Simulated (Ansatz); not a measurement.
Input file:

```yaml
crystal:
  periodic: [false, false, false]
  atoms:
    - {symbol: In, position_ang: [0.000000, 0.000000, 0.000000]}
    - {symbol: H, position_ang: [0.000000, 0.000000, 1.849800]}
basis:
  gaussian: {orbitals: def2-SVP}
correlation: {method: sc_nevpt2, electrons: outside_noble_gas, active_space: {window: {electrons: 4, orbitals: 4}, states: [{multiplicity: 1, weights: [0.5, 1]}]}}
scf: {lower_state_search: off}
```

```sh
$ ansatz run in.yaml --threads 1 --pin off --events-out ev --progress --plain --max-ram 2393MiB
```

The program prints:

```
these checks for a lower state are left out or cut short: stability, starts, cluster_reference, orbital_swaps, neighbouring_geometries, increment
669 factors; integrals over basis functions are off by at most 1.5e-7 eV
mean field evaluation 1: about -5163.6488 eV, gradient 6.5e0 eV
mean field evaluation 2: about -5163.6515 eV, gradient 6.5e0 eV
mean field evaluation 4: about -5163.9544 eV, gradient 4.8e-1 eV
mean field evaluation 8: about -5163.9559 eV, gradient 1.7e-4 eV
mean field -5163.95589622 eV, -189.7718789310 hartree, gradient 1.9e-6 eV, S^2 0.000000; 0 other end points of the search recorded, 0 dependent functions left out
reference -5163.95589622 eV, -189.7718789310 hartree; 11, 11 occupied and 20, 20 virtual orbitals, 669 factors
state -5164.38612244 eV, -189.7876894531 hartree
state -5162.02747666 eV, -189.7010108193 hartree
state -5164.38612244 eV, -189.7876894531 hartree; corrected -5165.24055833 eV, -189.8190893926 hartree
state -5162.02747666 eV, -189.7010108193 hartree; corrected -5162.57341361 eV, -189.7210736322 hartree
Total energy: -5163.46246185 eV, -189.7537455523 hartree
Checks for a lower state left out: stability, starts, cluster_reference, orbital_swaps, neighbouring_geometries, increment
```

The total printed last is the weighted mean of the 2 states, 1.778 eV above the lowest of them, and is no single state's energy.

Ran on 1 thread of Arm Neoverse V1, shared host: 0.87 s wall, 0.17 GiB peak host memory.
